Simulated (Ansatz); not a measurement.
# BNH₅ (doublet): from Hartree-Fock to the top rungs at distance N1–H4 along a hydrogen transfer = 1.054 Å, cc-pVDZ

Aim: climb from Hartree-Fock through coupled cluster and multireference methods for BNH₅ (doublet) at one geometry and basis, and see what each rung misses.

Program: Ansatz 0.2.0, Gaussian basis. Level of theory: cc-pVDZ, core rule «outside noble gas», up to 2 orbitals frozen. These are calculated values, not measurements.

The runs, in order: UHF; CCSD(T) on ROHF; CCSD(T) on UHF; BCCD(T) on ROHF; CISD; CCSDT(Q) on ROHF; CCSDT(Q) on UHF; CASSCF and MRCISD+Q, 3 electrons in 3 orbitals; CASSCF and NEVPT2, 3 electrons in 3 orbitals.

### Step 1. The geometry

The geometry derives from fragments relaxed apart (PBE0/def2-TZVP) and kept rigid, so it is no stationary point. A hydrogen atom is moved between rigid fragments.

7 atoms, charge 0, spin multiplicity 2.

Atoms are counted from 1 here; the program's logs count them from 0.

Bond lengths: N1–H2 1.012 Å, N1–H3 1.012 Å, N1–H4 1.054 Å, H4–B5 1.418 Å, B5–H6 1.191 Å, B5–H7 1.191 Å. Angles: H2–N1–H3 107.1°, H2–N1–H4 107.1°, H3–N1–H4 107.1°, N1–H4–B5 180.0°, H4–B5–H6 115.3°, H4–B5–H7 115.3°, H6–B5–H7 129.4°.

### Step 2. UHF

in.yaml

```yaml
crystal:
  periodic: [false, false, false]
  atoms:
    - {symbol: N, position_ang: [-1.111864, -0.019092, -0.029716]}
    - {symbol: H, position_ang: [-1.409144, 0.948742, -0.029716]}
    - {symbol: H, position_ang: [-1.409143, -0.421390, 0.850543]}
    - {symbol: H, position_ang: [-0.057864, -0.019092, -0.029716]}
    - {symbol: B, position_ang: [1.360136, -0.019092, -0.029716]}
    - {symbol: H, position_ang: [1.869209, -0.019092, 1.047292]}
    - {symbol: H, position_ang: [1.869209, -0.019092, -1.106725]}
basis:
  gaussian: {orbitals: cc-pVDZ}
magnetization: {spin_polarized: true, initial_magnetization: 1}
hamiltonian: {xc: hf}
output: {orbitals: {seedname: orbitals}}
```

Launch:

```
> ansatz run in.yaml --threads 1 --pin off --events-out ev --progress --plain --max-ram 2816MiB --backend cpu
```

Further steps of the session: CCSD(T) on ROHF; CCSD(T) on UHF; BCCD(T) on ROHF; CISD; CCSDT(Q) on ROHF; CCSDT(Q) on UHF; CASSCF and MRCISD+Q, 3 electrons in 3 orbitals; CASSCF and NEVPT2, 3 electrons in 3 orbitals.

Before running them: what should the planned runs give, taken together? Wanted: UCCSDT(Q) below the RHF energy; RMP2 from UCCSDT(Q); UMP2 from UCCSDT(Q); RCCSD from UCCSDT(Q); RCCSD(T) from UCCSDT(Q); UCCSD(T) from UCCSDT(Q); RCCSDT(Q) from UCCSDT(Q); T1 diagnostic.

**Answer**, as computed:

| quantity | value |
| --- | --- |
| UCCSDT(Q) below the RHF energy | -8.5928 eV |
| RMP2 from UCCSDT(Q) | +26.74 kcal/mol |
| UMP2 from UCCSDT(Q) | +27.54 kcal/mol |
| RCCSD from UCCSDT(Q) | +5.05 kcal/mol |
| RCCSD(T) from UCCSDT(Q) | +0.79 kcal/mol |
| UCCSD(T) from UCCSDT(Q) | +0.80 kcal/mol |
| RCCSDT(Q) from UCCSDT(Q) | +0.01 kcal/mol |
| levels within 1 kcal/mol (43 meV) | RCCSD(T), UCCSD(T), BCCD(T), RCCSDT, UCCSDT, RCCSDT(Q) |
| T1 diagnostic | 0.019 |

**Reading.** RCCSD(T) misses by +0.79 kcal/mol, 0.4 % of the correlation energy. These misses are within one basis, not against nature; the frozen cores of restricted and unrestricted runs differ, which can shift their rows.
